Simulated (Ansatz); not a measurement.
One change: `COC(O)C=O` becomes `COCC=O`.

Ansatz, PBE0-D4/def2-TZVP geometries, multiplicity 1. Each molecule was computed in one conformer, which needn't be the lowest.

| property | `COC(O)C=O` |
| --- | --- |
| LUMO energy (PBE0/def2-TZVPP) / eV | -1.37 |
| size of the dipole moment (ωB97M-V/def2-TZVPP) / D | 2.15 |
| HOMO energy (B3LYP/def2-TZVPP) / eV | -7.92 |
| LUMO energy (PBE/def2-TZVPP) / eV | -2.61 |
| HOMO energy (ωB97M-V/def2-TZVPP) / eV | -10.53 |
| HOMO–LUMO gap (B3LYP/def2-TZVPP) / eV | 6.26 |

**Question.** What does the change do to each property? (An estimate is asked.)

**Answer.** Ansatz gave: 
| property | `COCC=O` | shift |
| --- | --- | --- |
| LUMO energy (PBE0/def2-TZVPP) / eV | -1.00 | 0.37 |
| size of the dipole moment (ωB97M-V/def2-TZVPP) / D | 2.11 | -0.04 |
| HOMO energy (B3LYP/def2-TZVPP) / eV | -7.13 | 0.79 |
| LUMO energy (PBE/def2-TZVPP) / eV | -2.20 | 0.41 |
| HOMO energy (ωB97M-V/def2-TZVPP) / eV | -9.72 | 0.81 |
| HOMO–LUMO gap (B3LYP/def2-TZVPP) / eV | 5.83 | -0.43 |

With PBE0 the HOMO rises by 0.80 eV and the LUMO rises by 0.37 eV, so the gap narrows by about 0.43 eV. PBE moves the HOMO by 0.80 eV and ωB97M-V by 0.81 eV. Dipoles are sizes alone; their direction can turn.

B3LYP here is the variant with VWN-RPA as its local correlation; programs differ in this.
